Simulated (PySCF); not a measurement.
Cartesian coordinates (Å):
SMILES: [SiH3]
```xyz
4

Si    -0.0013    -0.0008     0.3412
H     -0.5274     1.3091    -0.1126
H      1.3978    -0.1971    -0.1090
H     -0.8692    -1.1112    -0.1196
```
Charge 0, spin multiplicity 2.

### Question
What is the computed highest occupied spin orbital, dipole moment and total energy (M06-2X/def2-TZVP // B3LYP-D3(BJ)/def2-TZVP (PySCF))?

### Answer

```yaml
highest_occupied_spin_orbital: -7.18 eV
dipole_moment: 0.17 D
total_energy: -291.2059 Ha
```
